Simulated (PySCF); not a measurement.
HF, SMILES F, singlet (PBE0/def2-SVP optimised geometry):

```
2

F     -0.460     0.000     0.000
H      0.460     0.000     0.000
```

Computed with PBE0/def2-TZVP (PySCF).

### Question
What are the frontier orbital energies and the dipole moment?

### Answer
HOMO-2 -15.36 eV, HOMO-1 -11.64 eV, HOMO -11.64 eV, LUMO 0.83 eV, LUMO+1 10.96 eV; dipole moment 1.93 D.

On the same geometry PBE/def2-TZVP run with PySCF gives HOMO-2 -13.23 eV, HOMO-1 -9.36 eV, HOMO -9.36 eV, LUMO -0.10 eV, LUMO+1 9.57 eV; dipole moment 1.88 D.

Meta-Löwdin charges at PBE0/def2-TZVP: F1 -0.44, H2 0.44.
